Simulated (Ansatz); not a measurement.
AlH$_{7}$OSi, SMILES `[AlH3-][OH+][SiH3]`, 10 atoms. Total charge 0; spin multiplicity 1. Hardware: A = 2 threads of a server CPU on a shared host; B = 2 threads of an AMD EPYC 7R13 on a shared host and a share of an NVIDIA H100 80 GB. Correlated methods freeze the cores. Open-shell runs search over several starts.

**Question.** Give the basis size and wall time and peak host memory of each of these runs in Ansatz. UKS PBE-D4/def2-TZVPP energy of the cation [A]; RHF-CCSD(T)/def2-QZVPP energy [B]; RKS PBE0-D4/def2-QZVPP energy [B]; RKS CAM-B3LYP-D4/def2-TZVPP energy [A]; RHF-CCSD(T)/cc-pV(D+d)Z energy [A]; UKS ωB97M-V/def2-TZVPP energy of the cation [A]; UKS PBE0-D4/def2-TZVPP energy of the cation [A]; RKS PBE-D4/def2-TZVPP energy and forces [A]; RHF-CCSD(T)/def2-SVP energy [A]; UKS B3LYP-D4/def2-TZVPP energy of the cation [A]; RHF-CCSD(T)/cc-pV(Q+d)Z energy [B]; RKS PBE0-D4/def2-SVP energy [A]. (Estimate.)

**Answer.** Ansatz gave: Other jobs shared the machine, so times are rough.

| level | job | functions | wall time | peak host memory (GiB) |
| --- | --- | --- | --- | --- |
| RKS PBE0-D4/def2-SVP | energy [A] | 85 | 2.7 s | 0.39 |
| RKS PBE-D4/def2-TZVPP | energy and forces [A] | 213 | 3.5 s | 0.36 |
| RHF-CCSD(T)/def2-SVP | energy [A] | 85 | 4.1 s | 0.39 |
| RKS CAM-B3LYP-D4/def2-TZVPP | energy [A] | 213 | 4.9 s | 0.51 |
| RKS PBE0-D4/def2-QZVPP | energy [B] | 407 | 6 s | 0.89 |
| RHF-CCSD(T)/cc-pV(D+d)Z | energy [A] | 95 | 7 s | 0.39 |
| RHF-CCSD(T)/def2-QZVPP | energy [B] | 407 | 9.1 s | 0.89 |
| RHF-CCSD(T)/cc-pV(Q+d)Z | energy [B] | 393 | 20 s | 0.92 |
| UKS PBE-D4/def2-TZVPP | energy of the cation [A] | 213 | 22 s | 0.57 |
| UKS B3LYP-D4/def2-TZVPP | energy of the cation [A] | 213 | 38 s | 0.68 |
| UKS PBE0-D4/def2-TZVPP | energy of the cation [A] | 213 | 41 s | 0.65 |
| UKS ωB97M-V/def2-TZVPP | energy of the cation [A] | 213 | 120 s | 1.1 |

B3LYP here is the variant with VWN-RPA as its local correlation; programs differ in this.
